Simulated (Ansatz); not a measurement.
# A ladder of methods for SiH4O (silanol)

The species is SiH4O (6 atoms), meant as a singlet with charge 0. As SMILES, `O[SiH3]`. Geometry: relaxed at PBE0-D4/def2-TZVP.

```xyz
6

O     0.6367   -1.0303    0.4190
Si   -0.0357    0.3465   -0.1870
H     0.0691   -1.6292    0.9047
H    -1.1283    0.0457   -1.1528
H     1.0605    1.0649   -0.8756
H    -0.6023    1.2024    0.8917
```

Each level gives the energy change with the Si2–H5 bond stretched from 1.481 to 1.851 Å (eV). The values are calculated.

```tsv
level	kind	program	value (eV)	less FCI/STO-3G	CPU time (all runs)
BLYP/STO-3G (restricted)	GGA	Ansatz	1.16	-0.10	1.8 s
PBE/STO-3G (restricted)	GGA	Ansatz	1.18	-0.08	1.9 s
CAM-B3LYP/STO-3G (restricted)	range-separated hybrid	Ansatz	1.38	+0.12	2.2 s
B2PLYP/STO-3G (restricted)	double hybrid	Ansatz	1.38	+0.12	2.4 s
MP2/STO-3G (restricted)	perturbation theory	Ansatz	1.45	+0.19	0.16 s
CCSDT(Q)/STO-3G (restricted)	coupled cluster or CI	Ansatz	1.26	0.00	0.43 s
CCSDT/STO-3G (restricted)	coupled cluster or CI	Ansatz	1.26	0.00	0.37 s
CCSDTQ/STO-3G (restricted)	coupled cluster or CI	Ansatz	1.26	0.00	5.6 s
FCI/STO-3G	exact in the basis	Ansatz	1.26	0.00	5 s
```

FCI/STO-3G is exact within its basis and frozen core, so for wave-function methods in that basis the difference is their error; functionals converge differently with the basis, so for them it is only a difference. The first shape isn't each level's own minimum. The values span 1.16 to 1.45 eV. All rows use very small basis sets, so none should be taken for the real molecule's value. In so small a basis fixed costs decide the times, and correlated methods can beat functionals. CPU times are rough (shared hosts, several kinds of processor and program).
